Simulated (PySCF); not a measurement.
Species: cyanoformaldehyde, C2HNO.
Structure used (GFN2-xTB), in Å, numbered top down from 1:
```
atom  x, y, z in Å
N1     1.907   -0.228    0.570
C2     0.819   -0.068    0.252
C3    -0.557    0.080   -0.168
O4    -1.195    1.090   -0.104
H5    -0.965   -0.870   -0.567
```

Theory: PySCF 2.14.0, density-fitted response routines, TDDFT CAM-B3LYP/def2-SVPD, vertical, gas phase, core orbitals frozen in the response.

Frontier orbitals with the atoms that hold most of them (Löwdin shares over 4%, at most four atoms; ? is withheld):

```tsv
orbital	ε (eV)	atoms
LUMO+2	1.35	C2 39%, N1 24%, C3 19%, H5 15%
LUMO+1	0.73	C2 29%, C3 28%, N1 20%, H5 14%
LUMO	-2.04	?
HOMO	-10.81	O4 66%, C3 16%, H5 9%, C2 7%
HOMO-1	-12.28	?
HOMO-2	-12.41	N1 51%, C2 40%, C3 5%
HOMO-3	-13.15	N1 80%, C2 16%
```

(1) Give the leading atoms of the LUMO.

(2) Which atoms hold the HOMO-1, and with what shares?

(3) The HOMO–LUMO gap is 8.77 eV. Where does the response calculation put the lowest singlet, and from which orbitals?

(4) Give energy, strength and leading configuration of S1, S2, S3 and S5, and follow the Löwdin shares of the leading atoms from the occupied to the empty orbital.

Results:

(1) C3 (bonded to C, O and H) 32%; O4 (bonded to C) 31%; N1 (bonded to C) 18%; C2 (bonded to C and N) 16%. By element: carbon 47%, oxygen 31%, nitrogen 18%.

(2) N1 (bonded to C) 42%; C2 (bonded to C and N) 34%; O4 (bonded to C) 17%; C3 (bonded to C, O and H) 7%. By element: nitrogen 42%, carbon 41%, oxygen 17%.

(3) S1 is at 3.82 eV (f = 0.0006), 4.95 eV below the gap, made of HOMO→LUMO (98%). 

(4) 
- S1 (3.82 eV, f 0.0006), HOMO→LUMO (98%): O4 66% → 31%, C3 16% → 32%; low, almost dark, from the terminal oxygen into the C=O bond, the pattern of n→π*
- S2 (5.93 eV, f 0.0000), HOMO-2→LUMO (97%): N1 51% → 18%, C2 40% → 16%, C3 5% → 32%, O4 at most 4% → 31%
- S3 (6.82 eV, f 0.115), HOMO-1→LUMO (81%): N1 42% → 18%, C2 34% → 16%, C3 7% → 32%, O4 17% → 31%
- S5 (7.82 eV, f 0.0008), HOMO→LUMO+1 (89%): O4 66% → at most 10%, C3 16% → 28%, C2 7% → 29%

Time: 7.0 s. Hardware: an x86-64 server with one thread, no GPU, on a shared host.
